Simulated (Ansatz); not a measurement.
Species: C$_{3}$H$_{3}$, charge 0, multiplicity 2. It need not be the lowest isomer of its formula. SMILES: C(=[CH])=C
Geometry: optimised at B3LYP-D3(BJ)/def2-TZVP (Ansatz, a program for electronic structure).

Parts of the frozen-core correlation energy in 6-31G (Ansatz, hartree). Frozen orbitals: 3; correlated occupied orbitals by spin: 8 and 7; virtual: 22 and 23. Open shells are spin-unrestricted. Spin-orbit coupling is left out. No relativistic terms.

| term | value |
|---|---|
| reference (HF) | -115.21447 |
| MP2 opposite-spin | (withheld) |
| MP2 same-spin | -0.05382 |
| CCSD correlation | (withheld) |
| (T) | (withheld) |
| T1 diagnostic | 0.039 |
| largest doubles amplitude | 0.109 |
| <S^2> of the reference | 1.012 |

Question: Fill in the missing entries.

Answer: 
- MP2 opposite-spin, value: -0.16906
- CCSD correlation, value: -0.26490
- (T), value: -0.00794
